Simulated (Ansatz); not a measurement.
# Cohesive energy of bcc Nb: levels of theory against measurement

Reference value: 7.6 eV/atom (measured, static lattice: zero-point vibration energy added, our sources range from 7.47 to 7.60; as tabulated in Mejia-Rodriguez and Trickey (2018), arXiv:1807.09216).

Which of these levels comes closest to the reference?
A. r²SCAN+rVV10 (Ansatz, a quantum-chemistry and plane-wave program)
B. rVV10 (Ansatz)
C. LDA (Ansatz)

B, rVV10 (Ansatz)

| level (code) | value (eV/atom) | cell (Å³/atom) | error (eV/atom) |
|---|---|---|---|
| LDA (Ansatz) | 8.51 | 17.12 | +0.91 |
| rVV10 (Ansatz) | 7.29 | 18.53 | -0.31 |
| r²SCAN+rVV10 (Ansatz) | 6.77 | 17.87 | -0.83 |

Of the ranked levels rVV10 (-0.31 eV/atom) comes nearest. Once the reference is moved by up to 0.13 eV/atom (a margin picked here for doubts on the reference and the settings) and values within 0.03 eV/atom count as equal, the farthest can be LDA (+0.91 eV/atom) or r²SCAN+rVV10 (-0.83 eV/atom). Of the ranked levels only rVV10 lands within 0.5 eV/atom.

Free atoms are spin-polarised, in the lowest state found; at levels without +SOC their spin–orbit coupling is left out.  Each level is taken at its own relaxed cell. Cutoffs differ between the levels. Ansatz's density-functional and Hartree–Fock values are scalar-relativistic unless marked +SOC, with PAW data made under PBE.

Differences are worked out from the printed values.
